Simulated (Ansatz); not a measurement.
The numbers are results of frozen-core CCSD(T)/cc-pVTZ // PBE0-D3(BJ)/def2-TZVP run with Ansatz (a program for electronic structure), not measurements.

Ansatz 0.2 input:
```yaml
crystal:
  periodic: [false, false, false]
  atoms:
    - { symbol: Si, position_ang: [0.000166, -0.00133, 0.337736] }
    - { symbol: H, position_ang: [-0.531633, 1.312991, -0.10715] }
    - { symbol: H, position_ang: [1.402443, -0.195474, -0.114036] }
    - { symbol: H, position_ang: [-0.870976, -1.116187, -0.116551] }
basis:
  gaussian: { orbitals: cc-pVTZ }
correlation:
  method: ccsd_t
magnetization:
  spin_polarized: true
  initial_magnetization: 1
```

Output:

```
Functional definition: HF
429 factors; integrals over basis functions are off by at most 8.2e-4 eV
mean field evaluation 1: about -7907.9928 eV, gradient 7.1e0 eV
mean field evaluation 2: about -7907.9961 eV, gradient 7.2e0 eV
mean field evaluation 4: about -7908.7167 eV, gradient 6.2e-1 eV
mean field evaluation 8: about -7908.7253 eV, gradient 1.8e-3 eV
mean field evaluation 16: about -7908.7253 eV, gradient 6.0e-6 eV
mean field -7908.72528897 eV, -290.6402936429 hartree, gradient 6.0e-6 eV, S^2 0.755016; 0 other end points of the search recorded, 0 dependent functions left out
5 core orbitals not correlated
reference -7908.72528897 eV, -290.6402936429 hartree; 4, 3 occupied and 67, 68 virtual orbitals, 429 factors
second order -3.17039118 eV of doubles, -0.00000000 eV of singles
cycle   1  -3.67873975 eV  change   -5.1e-1 eV  update   5.4e-2
cycle   2  -3.87642980 eV  change   -2.0e-1 eV  update   2.1e-2
cycle   3  -3.88400051 eV  change   -7.6e-3 eV  update   5.8e-3
cycle   4  -3.88345019 eV  change    5.5e-4 eV  update   1.9e-3
cycle   5  -3.88305230 eV  change    4.0e-4 eV  update   7.6e-4
cycle   6  -3.88313619 eV  change   -8.4e-5 eV  update   2.5e-4
cycle   7  -3.88322329 eV  change   -8.7e-5 eV  update   7.7e-5
cycle   8  -3.88322371 eV  change   -4.2e-7 eV  update   2.2e-5
cycle   9  -3.88321725 eV  change    6.5e-6 eV  update   7.0e-6
perturbative correction -0.09547134 eV, -0.0035085070 hartree
Total energy: -7912.70397755 eV, -290.7865077517 hartree
```

Cost: roughly 3 core-seconds.
